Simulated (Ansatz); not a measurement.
# CHNSi (quintet): from Hartree-Fock to the top rungs, cc-pVTZ

An exercise on one series of results from a longer session: the logs are not shown, and one member is left open.

Computed with Ansatz 0.2.0, Gaussian basis. Level: cc-pVTZ, core rule «outside noble gas», up to 7 orbitals frozen.

To be run: UHF; CCSD(T) on ROHF; CCSD(T) on UHF; BCCD(T) on ROHF; CCSDT(Q) on ROHF; CCSDT(Q) on UHF.

6 further runs of the same task are left out: 6 set aside as unsound or not needed.

## What is computed

The geometry is a PBE0/def2-TZVP stationary point (not a proven minimum) of the parent state, kept for this charge and spin.

4 atoms, charge 0, spin multiplicity 5.

Atoms are counted from 1 here; the program's logs count them from 0.

Bond lengths: C1–N2 1.210 Å, C1–H4 1.080 Å, N2–Si3 1.677 Å. Angles: N2–C1–H4 141.6°, C1–N2–Si3 175.8°.

Geometry (Å):

```
atom   x (Å)    y (Å)    z (Å)
  C1  0.0000  -0.2037   0.7974
  N2  0.0000  -0.1038  -0.4089
 Si3  0.0000  -0.0870  -2.0856
  H4  0.0000   0.3945   1.6971
```

Set-up of the first run:

Contents of in.yaml:

```yaml
crystal:
  periodic: [false, false, false]
  atoms:
    - {symbol: C, position_ang: [0.000003, -0.203741, 0.797438]}
    - {symbol: N, position_ang: [-0.000006, -0.103756, -0.408858]}
    - {symbol: Si, position_ang: [0.000001, -0.087034, -2.085648]}
    - {symbol: H, position_ang: [0.000003, 0.394532, 1.697068]}
basis:
  gaussian: {orbitals: cc-pVTZ}
magnetization: {spin_polarized: true, initial_magnetization: 4}
hamiltonian: {xc: hf}
output: {orbitals: {seedname: orbitals}}
```

Launch:

```console
$ ansatz run in.yaml --threads 1 --pin off --events-out ev --progress --plain --max-ram 4096MiB --backend cpu
```

Steps of the session up to this table: UHF; CCSD(T) on ROHF; CCSD(T) on UHF; BCCD(T) on ROHF; CCSDT(Q) on ROHF; CCSDT(Q) on UHF.

One of the session's tables, all rows but one given; the rest of the session is left out.

It belongs to the step «Misses and costs». 

| method | from UCCSDT(Q) (kJ/mol) |
| --- | --- |
| ROHF | +1098.6 |
| UHF | +1075.2 |
| RMP2 | +102.1 |
| UMP2 | +117.9 |
| RCCSD | ? |
| UCCSD | +57.2 |
| RCCSD(T) | +5.8 |
| UCCSD(T) | +6.1 |
| BCCD(T) | +5.6 |
| RCCSDT | +4.1 |
| UCCSDT | +3.6 |
| RCCSDT(Q) | +0.8 |
| UCCSDT(Q) | 0 |

Q: Estimate the row for RCCSD from the others.

**Answer.** from UCCSDT(Q) (kJ/mol): +58.9. In the column «from UCCSDT(Q) (kJ/mol)» it lies between UCCSD (+57.2) and RMP2 (+102.1).

Limits of these values: Restricted and unrestricted rows rest on different reference determinants; where their highest levels disagree by more than a few hundredths of an eV, they describe different states and don't form one ladder.
